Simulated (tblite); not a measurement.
A geometry optimisation, step by step.

C3H4NO (doublet state).
Numbering: `[CH3:1]/[N:2]=[CH:3]/[C:4]=[O:5]` (hydrogens: H6, H7, H8 on C1; H9 on C3)
Bond orders are those of one Lewis drawing.

Computed with GFN2-xTB (tblite), gas phase: L-BFGS steps from a force-field or distance-geometry start until the largest atomic force falls under 0.01 eV/Å. 14 of its 28 geometries are shown.

Step 0: E = -417.3851 eV, largest atomic force 4.082 eV/Å
```
atom  x, y, z in Å  |  force x, y, z in eV/Å
C1     -1.429    0.121   -0.097    0.103   0.626  -0.044
N2     -0.061    0.587   -0.213   -1.588  -0.681   0.248
C3      0.827   -0.263    0.209    3.699   1.652  -0.500
C4      2.175    0.216    0.086   -1.738  -1.581   0.585
O5      3.298    0.552    0.026   -1.173  -0.199   0.001
H6     -2.006    0.811    0.539    0.246  -0.041  -0.196
H7     -1.538   -0.881    0.318    0.166  -0.205   0.096
H8     -1.893    0.130   -1.084    0.033   0.106  -0.077
H9      0.642   -1.267    0.619    0.251   0.324  -0.113
```

Step 2: E = -417.5926 eV, largest atomic force 3.563 eV/Å
```
atom  x, y, z in Å  |  force x, y, z in eV/Å
C1     -1.427    0.129   -0.097   -0.179  -0.519   0.086
N2     -0.095    0.568   -0.205    0.523   0.139   0.022
C3      0.899   -0.226    0.197   -0.833  -0.254   0.038
C4      2.167    0.184    0.100   -3.290  -1.324   0.343
O5      3.241    0.538    0.028    3.141   0.979  -0.198
H6     -2.000    0.812    0.534    0.044   0.156  -0.006
H7     -1.534   -0.885    0.320    0.011  -0.054   0.032
H8     -1.892    0.134   -1.087    0.026   0.105  -0.032
H9      0.654   -1.249    0.613    0.557   0.771  -0.286
```

Step 4: E = -417.6730 eV, largest atomic force 0.339 eV/Å
```
atom  x, y, z in Å  |  force x, y, z in eV/Å
C1     -1.430    0.121   -0.095   -0.069  -0.085   0.013
N2     -0.091    0.570   -0.205   -0.126   0.100  -0.020
C3      0.881   -0.230    0.197   -0.153   0.106  -0.064
C4      2.154    0.173    0.104    0.124  -0.125   0.079
O5      3.255    0.542    0.027   -0.165  -0.143   0.039
H6     -1.998    0.815    0.533    0.079   0.043  -0.050
H7     -1.533   -0.888    0.321    0.001  -0.139   0.059
H8     -1.891    0.136   -1.088    0.031   0.058   0.004
H9      0.666   -1.233    0.607    0.278   0.185  -0.059
```

Step 6: E = -417.6838 eV, largest atomic force 0.174 eV/Å
```
atom  x, y, z in Å  |  force x, y, z in eV/Å
C1     -1.434    0.114   -0.094   -0.038  -0.008   0.005
N2     -0.100    0.575   -0.205   -0.072   0.072  -0.031
C3      0.875   -0.221    0.193    0.031   0.141  -0.055
C4      2.152    0.160    0.111   -0.025   0.104  -0.032
O5      3.250    0.534    0.030    0.080  -0.144   0.057
H6     -1.993    0.818    0.530   -0.005  -0.005  -0.002
H7     -1.533   -0.896    0.325   -0.019  -0.043   0.011
H8     -1.890    0.140   -1.088   -0.021  -0.012   0.001
H9      0.686   -1.218    0.602    0.068  -0.105   0.046
```

Step 8: E = -417.6888 eV, largest atomic force 0.190 eV/Å
```
atom  x, y, z in Å  |  force x, y, z in eV/Å
C1     -1.439    0.110   -0.093   -0.012   0.016  -0.006
N2     -0.109    0.583   -0.208    0.037  -0.100   0.034
C3      0.870   -0.208    0.187    0.061  -0.024   0.020
C4      2.151    0.164    0.111   -0.089   0.122  -0.050
O5      3.255    0.517    0.036    0.132  -0.124   0.056
H6     -1.991    0.820    0.528   -0.077  -0.030   0.034
H7     -1.534   -0.904    0.328   -0.005   0.065  -0.032
H8     -1.891    0.141   -1.088   -0.065  -0.052   0.000
H9      0.702   -1.216    0.602    0.019   0.126  -0.057
```

Step 10: E = -417.6975 eV, largest atomic force 0.287 eV/Å
```
atom  x, y, z in Å  |  force x, y, z in eV/Å
C1     -1.450    0.104   -0.092    0.012   0.033  -0.011
N2     -0.125    0.589   -0.210    0.057  -0.136   0.038
C3      0.868   -0.185    0.177    0.045  -0.063   0.035
C4      2.147    0.188    0.104    0.248   0.014   0.003
O5      3.276    0.470    0.054   -0.114  -0.085   0.033
H6     -1.998    0.818    0.529   -0.124  -0.068   0.039
H7     -1.538   -0.911    0.329   -0.008   0.111  -0.042
H8     -1.901    0.136   -1.088   -0.085  -0.067   0.020
H9      0.734   -1.203    0.597   -0.031   0.262  -0.114
```

Step 12: E = -417.7041 eV, largest atomic force 0.181 eV/Å
```
atom  x, y, z in Å  |  force x, y, z in eV/Å
C1     -1.457    0.102   -0.092    0.009   0.017  -0.001
N2     -0.133    0.587   -0.210   -0.001   0.089  -0.053
C3      0.872   -0.168    0.171    0.025   0.073  -0.030
C4      2.151    0.203    0.101    0.120  -0.128   0.046
O5      3.292    0.433    0.070    0.045   0.023   0.003
H6     -2.010    0.811    0.532   -0.078  -0.070   0.006
H7     -1.541   -0.910    0.328   -0.024   0.003   0.008
H8     -1.913    0.128   -1.086   -0.048  -0.036   0.033
H9      0.754   -1.181    0.589   -0.049   0.028  -0.012
```

Step 15: E = -417.7091 eV, largest atomic force 0.108 eV/Å
```
atom  x, y, z in Å  |  force x, y, z in eV/Å
C1     -1.462    0.102   -0.091    0.021  -0.013   0.007
N2     -0.139    0.597   -0.216    0.007   0.083  -0.027
C3      0.877   -0.145    0.162   -0.004   0.039  -0.024
C4      2.166    0.202    0.102   -0.103  -0.032  -0.011
O5      3.312    0.402    0.084    0.081   0.007   0.013
H6     -2.029    0.798    0.535    0.009  -0.020  -0.009
H7     -1.546   -0.909    0.328    0.047  -0.037   0.025
H8     -1.930    0.117   -1.081    0.010   0.003   0.011
H9      0.765   -1.158    0.579   -0.068  -0.030   0.016
```

Step 17: E = -417.7100 eV, largest atomic force 0.073 eV/Å
```
atom  x, y, z in Å  |  force x, y, z in eV/Å
C1     -1.460    0.102   -0.091    0.014  -0.009   0.002
N2     -0.137    0.602   -0.219   -0.004  -0.012   0.013
C3      0.877   -0.144    0.161   -0.023  -0.011  -0.001
C4      2.167    0.197    0.102   -0.001   0.026  -0.023
O5      3.312    0.406    0.083   -0.044  -0.035   0.019
H6     -2.030    0.795    0.535    0.019  -0.005   0.001
H7     -1.543   -0.910    0.329    0.073   0.001   0.005
H8     -1.930    0.117   -1.079    0.017  -0.003   0.003
H9      0.757   -1.159    0.580   -0.051   0.048  -0.019
```

Step 19: E = -417.7113 eV, largest atomic force 0.182 eV/Å
```
atom  x, y, z in Å  |  force x, y, z in eV/Å
C1     -1.455    0.101   -0.090   -0.013   0.010  -0.003
N2     -0.136    0.610   -0.221   -0.023  -0.055   0.020
C3      0.875   -0.142    0.159   -0.025  -0.016   0.012
C4      2.166    0.193    0.100    0.145   0.051  -0.009
O5      3.312    0.404    0.086   -0.170  -0.063   0.013
H6     -2.030    0.791    0.535    0.014   0.008   0.025
H7     -1.530   -0.912    0.332    0.068   0.029  -0.018
H8     -1.928    0.115   -1.077    0.016  -0.024  -0.010
H9      0.741   -1.155    0.578   -0.012   0.060  -0.029
```

Step 21: E = -417.7129 eV, largest atomic force 0.098 eV/Å
```
atom  x, y, z in Å  |  force x, y, z in eV/Å
C1     -1.454    0.099   -0.089   -0.020   0.024  -0.004
N2     -0.140    0.620   -0.224   -0.013  -0.004  -0.011
C3      0.872   -0.130    0.153   -0.012   0.008   0.011
C4      2.165    0.195    0.096    0.082   0.015   0.017
O5      3.315    0.384    0.097   -0.094  -0.028  -0.007
H6     -2.033    0.783    0.537    0.000   0.010   0.041
H7     -1.511   -0.914    0.335    0.027   0.024  -0.024
H8     -1.929    0.109   -1.074    0.006  -0.039  -0.018
H9      0.729   -1.139    0.572    0.023  -0.010  -0.005
```

Step 23: E = -417.7133 eV, largest atomic force 0.047 eV/Å
```
atom  x, y, z in Å  |  force x, y, z in eV/Å
C1     -1.456    0.099   -0.089    0.002   0.016  -0.004
N2     -0.144    0.622   -0.226    0.008   0.025  -0.017
C3      0.871   -0.123    0.151   -0.006   0.007   0.006
C4      2.166    0.197    0.095   -0.042  -0.013   0.017
O5      3.316    0.372    0.101    0.021   0.004  -0.010
H6     -2.035    0.781    0.540   -0.002  -0.001   0.019
H7     -1.506   -0.914    0.334    0.007   0.008  -0.010
H8     -1.931    0.104   -1.074   -0.003  -0.023  -0.005
H9      0.732   -1.133    0.569    0.014  -0.023   0.004
```

Step 25: E = -417.7135 eV, largest atomic force 0.046 eV/Å
```
atom  x, y, z in Å  |  force x, y, z in eV/Å
C1     -1.456    0.101   -0.089    0.009   0.002  -0.004
N2     -0.144    0.625   -0.227    0.006   0.005  -0.001
C3      0.870   -0.121    0.151   -0.003  -0.005   0.003
C4      2.165    0.197    0.097   -0.044  -0.008   0.011
O5      3.316    0.369    0.102    0.033   0.006  -0.007
H6     -2.035    0.780    0.543    0.001  -0.006  -0.005
H7     -1.502   -0.913    0.333    0.004   0.007  -0.001
H8     -1.932    0.101   -1.075   -0.008  -0.002   0.006
H9      0.733   -1.133    0.569    0.002   0.001  -0.003
```

Step 27: E = -417.7135 eV, largest atomic force 0.008 eV/Å
```
atom  x, y, z in Å  |  force x, y, z in eV/Å
C1     -1.455    0.101   -0.090    0.000  -0.002  -0.002
N2     -0.143    0.625   -0.228   -0.001  -0.003   0.003
C3      0.869   -0.122    0.151    0.001  -0.002   0.000
C4      2.164    0.196    0.097    0.001   0.003   0.007
O5      3.315    0.371    0.100    0.001  -0.002  -0.004
H6     -2.034    0.780    0.543    0.001  -0.001  -0.006
H7     -1.501   -0.913    0.333    0.004   0.002   0.001
H8     -1.931    0.101   -1.074   -0.007   0.003   0.003
H9      0.731   -1.134    0.569    0.000   0.002  -0.002
```

Question: Summarise the path.

Answer: The energy falls by 31.69 kJ/mol from step 0 to step 27; nine tenths of that is first reached at step 5. It rises by more than 0.2 meV at step 2. The largest force goes from 4.082 to 0.008 eV/Å. Among the bonds C3–C4 changes most, from 1.435 to 1.334 Å; the atoms move by 0.110 Å rms after alignment.

Question: Follow the three bonds and two angles with the largest change from start to end.

Answer: 
| step | E above end (kJ/mol) | largest force (eV/Å) | C3–C4 (Å) | C1–N2 (Å) | N2=C3 (Å) | N2–C3–C4 (°) | C4–C3–H9 (°) |
| --- | --- | --- | --- | --- | --- | --- | --- |
| 0 | 31.69 | 4.082 | 1.435 | 1.450 | 1.300 | 113.3 | 119.7 |
| 1 | 11.20 | 2.450 | 1.346 | 1.421 | 1.329 | 117.5 | 121.1 |
| 2 | 11.66 | 3.563 | 1.337 | 1.408 | 1.334 | 120.1 | 120.6 |
| 4 | 3.91 | 0.339 | 1.338 | 1.417 | 1.322 | 119.7 | 119.0 |
| 5 | 3.07 | 0.192 | 1.335 | 1.417 | 1.320 | 120.7 | 117.2 |
| 6 | 2.87 | 0.174 | 1.336 | 1.417 | 1.319 | 121.0 | 116.6 |
| 7 | 2.57 | 0.205 | 1.335 | 1.416 | 1.320 | 121.6 | 115.5 |
| 8 | 2.38 | 0.190 | 1.335 | 1.417 | 1.320 | 121.8 | 115.0 |
| 9 | 1.94 | 0.271 | 1.335 | 1.417 | 1.319 | 122.4 | 113.9 |
| 11 | 1.16 | 0.302 | 1.334 | 1.415 | 1.315 | 123.4 | 112.5 |
| 12 | 0.91 | 0.181 | 1.334 | 1.415 | 1.314 | 123.9 | 112.2 |
| 13 | 0.75 | 0.148 | 1.335 | 1.415 | 1.313 | 124.5 | 111.8 |
| 14 | 0.54 | 0.148 | 1.335 | 1.417 | 1.313 | 125.5 | 111.0 |
| 15 | 0.43 | 0.108 | 1.336 | 1.418 | 1.314 | 125.9 | 110.7 |
| 16 | 0.38 | 0.069 | 1.336 | 1.419 | 1.315 | 126.0 | 110.7 |
| 18 | 0.29 | 0.123 | 1.335 | 1.420 | 1.316 | 125.9 | 111.1 |
| 19 | 0.21 | 0.182 | 1.335 | 1.420 | 1.316 | 125.9 | 111.4 |
| 20 | 0.12 | 0.174 | 1.335 | 1.419 | 1.315 | 126.2 | 111.5 |
| 21 | 0.06 | 0.098 | 1.335 | 1.419 | 1.315 | 126.6 | 111.4 |
| 22 | 0.04 | 0.035 | 1.335 | 1.419 | 1.314 | 126.8 | 111.2 |
| 23 | 0.02 | 0.047 | 1.335 | 1.419 | 1.314 | 127.0 | 111.0 |
| 25 | 0.00 | 0.046 | 1.335 | 1.419 | 1.314 | 127.0 | 110.8 |
| 26 | 0.00 | 0.015 | 1.334 | 1.419 | 1.314 | 126.9 | 110.8 |
| 27 | 0.00 | 0.008 | 1.334 | 1.419 | 1.314 | 126.9 | 110.9 |

What follows is the cost of the whole relaxation. On Arm Neoverse V1, one thread, shared host with 32 logical CPUs at a one-minute load of 18, this took under 0.1 s.
